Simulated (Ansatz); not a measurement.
in.yaml

```yaml
crystal:
  periodic: [false, false, false]
  atoms:
    - {symbol: Ge, position_ang: [0.000000, 0.000000, 0.000000]}
    - {symbol: C, position_ang: [0.000000, 0.000000, 1.912799]}
basis:
  gaussian: {orbitals: def2-mTZVP, fitting: {mean_field: def2-universal-jkfit}}
magnetization: {spin_polarized: false}
correlation: {method: bccd, electrons: outside_noble_gas, diis_vectors: 4}
output: {forces: true}
```

```sh
$ ansatz run in.yaml --threads 1 --pin off --events-out ev --progress --plain --max-ram 2393MiB
```

Roughly how long does this take on 1 thread of AMD EPYC 7R43, shared host, and how much host memory?

22 s wall and 0.17 GiB.

```
341 factors; integrals over basis functions are off by at most 1.6e-1 eV
mean field evaluation 1: about -57494.5147 eV, gradient 2.1e1 eV
mean field evaluation 2: about -57492.6486 eV, gradient 3.3e1 eV
mean field evaluation 4: about -57496.3647 eV, gradient 1.2e0 eV
mean field evaluation 8: about -57496.3882 eV, gradient 2.8e-6 eV
mean field evaluation 16: about -57497.9373 eV, gradient 1.9e-6 eV
mean field evaluation 32: about -57496.3881 eV, gradient 1.1e-1 eV
mean field evaluation 64: about -57497.9373 eV, gradient 1.9e-6 eV
mean field evaluation 96: about -57481.9162 eV, gradient 2.5e0 eV
mean field evaluation 128: about -57497.9349 eV, gradient 3.6e-1 eV
mean field -57497.93728790 eV, -2113.0102218285 hartree, gradient 1.7e-6 eV, S^2 0.000000; 10 other end points of the search recorded, 0 dependent functions left out; unrestricted orbitals would lower it
determinant -57497.93728790 eV, -2113.0102218285 hartree, with singles and doubles -57503.56624567 eV, -2113.2170822113 hartree
determinant -57496.38819601 eV, -2112.9532937519 hartree, with singles and doubles -57503.30868406 eV, -2113.2076169966 hartree
determinant -57497.93728790 eV, -2113.0102218285 hartree, with singles and doubles -57503.54749762 eV, -2113.2163932331 hartree
determinant -57496.38819601 eV, -2112.9532937519 hartree, with singles and doubles -57503.29038708 eV, -2113.2069445952 hartree
mean field evaluation 160: about -57492.6486 eV, gradient 2.3e1 eV
mean field evaluation 192: about -57498.2356 eV, gradient 2.0e0 eV
mean field evaluation 224: about -57499.1504 eV, gradient 6.3e-1 eV
mean field evaluation 256: about -57499.1218 eV, gradient 4.5e-1 eV
mean field evaluation 288: about -57498.7961 eV, gradient 4.5e0 eV
unrestricted determinant -57499.26990944 eV, -2113.0591947668 hartree, S^2 1.7044
15 core orbitals not correlated: weight in the atoms' cores, before any rotation towards them, 0.999 or more for the frozen orbitals, at most 0.001 for the correlated occupied ones
reference -57497.93728790 eV, -2113.0102218285 hartree; 4, 4 occupied and 36, 36 virtual orbitals, 341 factors
second order -4.70646521 eV of doubles, -0.00000000 eV of singles
cycle   1  -5.58668964 eV  change    2.4e-2 eV  update   5.8e-3
cycle   2  -5.58987508 eV  change   -3.2e-3 eV  update   1.2e-3
cycle   3  -5.58845450 eV  change    1.4e-3 eV  update   5.3e-4
cycle   4  -5.58841664 eV  change    3.8e-5 eV  update   2.4e-4
cycle   5  -5.58846564 eV  change   -4.9e-5 eV  update   1.4e-4
cycle   6  -5.58846092 eV  change    4.7e-6 eV  update   6.6e-5
cycle   7  -5.58844682 eV  change    1.4e-5 eV  update   4.4e-5
cycle   8  -5.58841972 eV  change    2.7e-5 eV  update   3.0e-5
cycle   9  -5.58841627 eV  change    3.5e-6 eV  update   1.7e-5
cycle  10  -5.58841954 eV  change   -3.3e-6 eV  update   9.5e-6
cycle  11  -5.58842522 eV  change   -5.7e-6 eV  update   5.6e-6
cycle  12  -5.58842791 eV  change   -2.7e-6 eV  update   3.3e-6
cycle  13  -5.58842824 eV  change   -3.3e-7 eV  update   1.6e-6
cycle  14  -5.58842863 eV  change   -3.9e-7 eV  update   1.0e-6
cycle  15  -5.58842874 eV  change   -1.0e-7 eV  update   6.5e-7
cycle  16  -5.58842843 eV  change    3.0e-7 eV  update   4.2e-7
the calculation of the forces begins
Total energy: -57503.52571633 eV, -2113.2155927854 hartree
Atom 0 at     0.000000     0.000000     0.000000 Å, force     0.000000     0.000000    -0.332053 eV/Å
Atom 1 at     0.000000     0.000000     1.912799 Å, force    -0.000000    -0.000000     0.332053 eV/Å
Dipole moment:     0.000000    -0.000000    -0.439287 e Å
```

Forces (eV/Å):
```
Ge   0.000  0.000 -0.332
C    0.000  0.000  0.332
```
